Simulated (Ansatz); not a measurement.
HN2 (SMILES N#[NH+]), charge 1, multiplicity 1, relaxed at each level with Ansatz (a quantum-chemistry and plane-wave program); harmonic frequencies from differences of analytic forces, average atomic masses, frozen cores.

Question: Give the equilibrium geometry, the harmonic frequencies and the zero-point energy at PBE/def2-TZVPP.

Answer: 
(charge 1, multiplicity 1):
```xyz
3

N      0.0000     0.0000    -0.6587
N      0.0000     0.0000     0.4396
H      0.0000     0.0000     1.4839
```
Frequencies (cm⁻¹): 698, 698, 2291, 3312. Zero-point energy 10.01 kcal/mol.

Question: Give the equilibrium geometry, the harmonic frequencies and the zero-point energy at CCSD(T)/cc-pVTZ.

Answer: 
(charge 1, multiplicity 1):
```xyz
3

N      0.000     0.000    -0.656
N      0.000     0.000     0.443
H      0.000     0.000     1.478
```
Frequencies (cm⁻¹): 702, 702, 2280, 3409. Zero-point energy 10.14 kcal/mol.
